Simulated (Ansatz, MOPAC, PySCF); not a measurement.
Noncovalent pair: CH4 (SMILES C) (first 5 atoms) with H2O (SMILES O); geometry from A24 set.
(charge 0, multiplicity 1):
```xyz
8

C      0.001     0.000    -2.000
H     -0.507     0.888    -2.373
H      1.031     0.000    -2.353
H     -0.013     0.000    -0.912
H     -0.507    -0.888    -2.373
O     -0.005     0.000     1.716
H      0.032     0.758     2.302
H      0.032    -0.758     2.302
```

Monomers are frozen at their geometry in the pair; levels with a basis set take the counterpoise correction. Rows marked so take none.

Rows in 3-21G, 6-31G* carry no dispersion term and start afresh at each structure (6-31G* with six Cartesian d functions). The state that PM3 reach isn't checked.

Programs: Ansatz (a first-principles code); MOPAC for PM3 (differences of heats of formation); PySCF for 3-21G rows, 6-31G* rows, the dispersion terms. 

Question: One of these levels gives -0.77 kcal/mol for the interaction energy. Name it.
A) HF/3-21G (no counterpoise)
B) PBE-D4/def2-TZVPPD
C) B3LYP/6-31G* (no counterpoise)
D) PM3

Answer: B, PBE-D4/def2-TZVPPD. The others give -0.14 (PM3), -2.46 (HF/3-21G (no counterpoise)), -1.13 (B3LYP/6-31G* (no counterpoise))
